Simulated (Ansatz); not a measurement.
Start from `CBS` and change one atom or group to get `SBCl`.

Ansatz, PBE0-D4/def2-TZVP geometries, multiplicity 1. Each molecule was computed in one conformer, which needn't be the lowest.

```
                                      property  `CBS`
zero-point energy (PBE0-D4/def2-TZVP) / kJ/mol  154.9
          HOMO–LUMO gap (PBE0/def2-TZVPP) / eV   7.34
           LUMO energy (B3LYP/def2-TZVPP) / eV  -0.95
size of the dipole moment (PBE/def2-TZVPP) / D   0.45
           HOMO–LUMO gap (PBE/def2-TZVPP) / eV   5.22
       HOMO–LUMO gap (ωB97M-V/def2-TZVPP) / eV  11.52
```

Give the same properties after the change, and the shifts. (Estimate.)

The calculation gave: 
```tsv
property	`SBCl`	shift
zero-point energy (PBE0-D4/def2-TZVP) / kJ/mol	62.4	-92.5
HOMO–LUMO gap (PBE0/def2-TZVPP) / eV	7.02	-0.32
LUMO energy (B3LYP/def2-TZVPP) / eV	-1.48	-0.53
size of the dipole moment (PBE/def2-TZVPP) / D	1.45	1.00
HOMO–LUMO gap (PBE/def2-TZVPP) / eV	4.90	-0.32
HOMO–LUMO gap (ωB97M-V/def2-TZVPP) / eV	11.20	-0.32
```

With PBE0 the HOMO falls by 0.22 eV and the LUMO falls by 0.54 eV, so the gap narrows by about 0.32 eV. PBE moves the HOMO by -0.19 eV and ωB97M-V by -0.17 eV. The zero-point energy changes by -92.5 kJ/mol with -9 modes. Dipoles are sizes alone; their direction can turn.

B3LYP here is the variant with VWN-RPA as its local correlation; programs differ in this.
